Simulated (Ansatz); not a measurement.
# Lutetium, hcp under PBE: testing the k-point mesh

Aim: find which k-point mesh is enough for energy and pressure. The geometry was relaxed under PBE beforehand and stays fixed; 8 values are run, from 2×2×1 to 15×15×9. Wanted are the values from which on the energy stays within 10 and 1 meV/atom, and the pressure within 0.5 GPa, of the last run. Within the series other settings stay, but some runs also write fields, which adds to their time. Spin polarisation is left out.

Computed with Ansatz 0.2.0 (DFT PBE, plane waves with PAW, scalar-relativistic, unless a step says otherwise).

### 1 The starting structure

The structure is hexagonal, space group P6_3/mmc (No. 194). The conventional cell has a = 3.507 Å, b = 3.507 Å, c = 5.477 Å, α = 90.00°, β = 90.00°, γ = 120.00°. Around Lu (site symmetry -6m2) lie 12 Lu at 3.41 to 3.51 Å.

As a file:

```
Lu
1.0
     3.50708    0.00000    0.00000
    -1.75354    3.03722    0.00000
     0.00000    0.00000    5.47729
Lu
2
Cartesian
  0.0000 2.0248 1.3693
  1.7535 1.0124 4.1080
```

### 2 k-mesh 2×2×1

The run at 2×2×1.

input.yaml reads:

```yaml
crystal:
  lattice:
    - [3.5070808964, 0.0, 0.0]
    - [-1.7535404482, 3.0372211494, 0.0]
    - [0.0, 0.0, 5.4772888711]
  atoms:
    - { symbol: Lu, position: [0.3333333333, 0.6666666667, 0.25] }
    - { symbol: Lu, position: [0.6666666667, 0.3333333333, 0.75] }
hamiltonian:
  xc: pbe
  pseudopotentials:
    kind: paw
    azcp:
      Lu: "pseudopotentials/Lu.paw.azcp"
basis:
  ecutwfc: 420
  fft_grid_basis: typed
kpoints:
  mp_grid: { grid: [2, 2, 1], shift: [0, 0, 0] }
magnetization:
  spin_polarized: false
scf:
  occupations: { method: fermi_dirac, width: 0.1 }
  lower_state_search: "off"
output:
  stress: true
```

Command:

```sh
$ ansatz run input.yaml --threads 1 --pin off --max-ram 3584MiB --backend cpu --events-out ev --progress --plain --runs-dir out
```

### 3 k-mesh 3×3×2

The run at 3×3×2.

Edit input.yaml of step 2 so:

```diff
@@ -18,3 +18,3 @@
 kpoints:
-  mp_grid: { grid: [2, 2, 1], shift: [0, 0, 0] }
+  mp_grid: { grid: [3, 3, 2], shift: [0, 0, 0] }
 magnetization:
```

### 4 k-mesh 4×4×2

The run at 4×4×2.

Edit input.yaml of step 3 so:

```diff
@@ -18,3 +18,3 @@
 kpoints:
-  mp_grid: { grid: [3, 3, 2], shift: [0, 0, 0] }
+  mp_grid: { grid: [4, 4, 2], shift: [0, 0, 0] }
 magnetization:
@@ -26 +26,5 @@
   stress: true
+  write_density: true
+  write_potential: true
+  elf: true
+  volumetric_format: npy
```

### 5 k-mesh 5×5×3

The run at 5×5×3.

Edit input.yaml of step 4 so:

```diff
@@ -18,3 +18,3 @@
 kpoints:
-  mp_grid: { grid: [4, 4, 2], shift: [0, 0, 0] }
+  mp_grid: { grid: [5, 5, 3], shift: [0, 0, 0] }
 magnetization:
```

### 6 k-mesh 6×6×4

The run at 6×6×4.

Edit input.yaml of step 5 so:

```diff
@@ -18,3 +18,3 @@
 kpoints:
-  mp_grid: { grid: [5, 5, 3], shift: [0, 0, 0] }
+  mp_grid: { grid: [6, 6, 4], shift: [0, 0, 0] }
 magnetization:
@@ -26,5 +26 @@
   stress: true
-  write_density: true
-  write_potential: true
-  elf: true
-  volumetric_format: npy
```

### 7 k-mesh 8×8×5

The run at 8×8×5.

Edit input.yaml of step 6 so:

```diff
@@ -18,3 +18,3 @@
 kpoints:
-  mp_grid: { grid: [6, 6, 4], shift: [0, 0, 0] }
+  mp_grid: { grid: [8, 8, 5], shift: [0, 0, 0] }
 magnetization:
```

### 8 k-mesh 11×11×6

The run at 11×11×6.

Edit input.yaml of step 7 so:

```diff
@@ -18,3 +18,3 @@
 kpoints:
-  mp_grid: { grid: [8, 8, 5], shift: [0, 0, 0] }
+  mp_grid: { grid: [11, 11, 6], shift: [0, 0, 0] }
 magnetization:
@@ -26 +26,5 @@
   stress: true
+  write_density: true
+  write_potential: true
+  elf: true
+  volumetric_format: npy
```

### 9 k-mesh 15×15×9

The run at 15×15×9.

Edit input.yaml of step 8 so:

```diff
@@ -18,3 +18,3 @@
 kpoints:
-  mp_grid: { grid: [11, 11, 6], shift: [0, 0, 0] }
+  mp_grid: { grid: [15, 15, 9], shift: [0, 0, 0] }
 magnetization:
@@ -26,5 +26 @@
   stress: true
-  write_density: true
-  write_potential: true
-  elf: true
-  volumetric_format: npy
```

(Steps that only read results are left out.)

**Question.** What will these runs give? Wanted: pressure at 15×15×9.

As calculated:

| quantity | value |
| --- | --- |
| E(σ → 0) stays within 10 meV/atom of 15×15×9 | from 8×8×5 on |
| E(σ → 0) stays within 1 meV/atom | from 11×11×6 on |
| pressure stays within 0.5 GPa | from 5×5×3 on |
| pressure at 15×15×9 | 0.02 GPa |
| CPU time, dearest over cheapest | 19 |
| energy of a separate run on a finer mesh (17×17×10) | 0.0 meV/atom from 15×15×9 |

**Reading.** The far end, 2×2×1, lies -524.4 meV/atom and -9.1 GPa from the yardstick. The error changes sign along the series: k-point sums are not variational. From 11×11×6 on, the energy holds to 1 meV/atom. A Fermi surface needs many points. A run on a finer mesh agrees with the yardstick to 1 meV/atom.
